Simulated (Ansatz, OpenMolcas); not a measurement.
# Predicting a hybrid from its neighbours: [NO2]− (nitrite)

[NO2]−: 3 atoms, total charge -1, spin state singlet. SMILES: `O=N[O-]`. The coordinates come from a PBE0-D4/def2-TZVPD relaxation.

The HOMO–LUMO gap y, in eV, basis def2-TZVPPD; a is the functional's share of exact exchange. Programs: Ansatz 0.2.0, OpenMolcas 26.06.

| functional | program | a | y (eV) |
| --- | --- | --- | --- |
| TPSS | OpenMolcas | 0 | 3.14 |
| r2SCAN | Ansatz | 0 | 3.35 |
| B3LYP | Ansatz | 0.2 | 5.12 |
| PBE0 | Ansatz | 0.25 | ? |
| r2SCAN0 | Ansatz | 0.25 | 5.96 |
| BHLYP | Ansatz | 0.5 | 7.41 |

**Question.** Fit y = c + s·a to the known rows and predict PBE0.

**Answer.** 
1. Means of the 5 rows: a = 0.1900, y = 4.996.
2. Σ(Δa)² = 0.172, Σ(Δa·Δy) = 1.4728, so the slope is 1.4728/0.172 = 8.5628.
3. Intercept: 4.996 − (8.5628) × 0.1900 = 3.369. The largest residual of the fit is 0.45.
4. PBE0: 3.369 + (8.5628) × 0.25 = 5.51 eV.

The run gave 5.54 eV, so the prediction is off by -0.03 eV, within the scatter of the fit. Exact exchange lowers occupied levels and raises empty ones.
